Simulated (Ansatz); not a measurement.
## What each rung costs and misses: atomization of C₂H₇N, singlet

Geometry (MP2(full)/6-31G*, from the G2/97 set):

```tsv
atom	x (Å)	y (Å)	z (Å)
C	-0.0160	-0.2566	1.2049
N	-0.0160	0.5606	0.0000
C	-0.0160	-0.2566	-1.2049
H	0.8030	-0.9946	1.2485
H	0.0511	0.3893	2.0834
H	-0.9607	-0.8049	1.2617
H	0.8168	1.1463	0.0000
H	0.8030	-0.9946	-1.2485
H	0.0511	0.3893	-2.0834
H	-0.9607	-0.8049	-1.2617
```

Measured, as an electronic atomization energy: 3640.5 kJ/mol (G2/97 heats of formation of molecule and atoms, with zero-point and thermal terms from B3LYP taken off; Curtiss et al., J. Chem. Phys. 106, 1063 (1997), Staroverov et al., J. Chem. Phys. 119, 12129 (2003)). The measured value holds scalar relativity and spin–orbit coupling, which all computed ones lack, and core correlation, which the wave-function levels lack. Atoms are taken at the same level; beside RHF, RMP2 and RCC rows they are unrestricted. Ansatz 0.2.0; the 6-31G* set has Cartesian d functions; a miss is computed less measured; times are wall times on shared hosts and scatter by a factor of two or so.

| level | basis | miss (kJ/mol) | time of the run | hardware |
| --- | --- | --- | --- | --- |
| RHF | cc-pVDZ | -1036.2 | 0.57 s | 1 CPU thread |
| RMP2 | cc-pVDZ | -265.6 | – | – |
| RCCSD(T) | cc-pVDZ | -274.2 | 1.7 s | 1 CPU thread |
| RCCSDT(Q) | cc-pVDZ | -272.3 | 6.5 s | H100 + 5 CPU threads |
| RHF | cc-pVTZ | -990.1 | 2.5 s | 1 CPU thread |
| RMP2 | cc-pVTZ | -77.3 | – | – |
| RCCSD(T) | cc-pVTZ | -91.5 | 3.7 s | H100 + 5 CPU threads |
| RCCSDT(Q) | cc-pVTZ | -91.6 | 4.1 min | H100 + 5 CPU threads |
| RHF | cc-pVQZ | -984.3 | – | – |
| RMP2 | cc-pVQZ | -21.9 | – | – |
| RCCSD(T) | cc-pVQZ | -39.9 | 4.4 s | H100 + 5 CPU threads |

HF's time is that of a plain UHF run. A dash: the level came out of a higher level's run.

A composite of the best parts (restricted reference, at this geometry, which isn't the minimum of the high levels):

```tsv
part	kJ/mol
Hartree–Fock limit (T, Q; exp(−5.46 √X))	2657.98
CCSD(T) correlation limit (T, Q; X⁻³)	977.82
CCSDT − CCSD(T) (TZ)	-2.13
(Q) (TZ)	2.09
sum	3635.7
sum less measured	-4.7
```
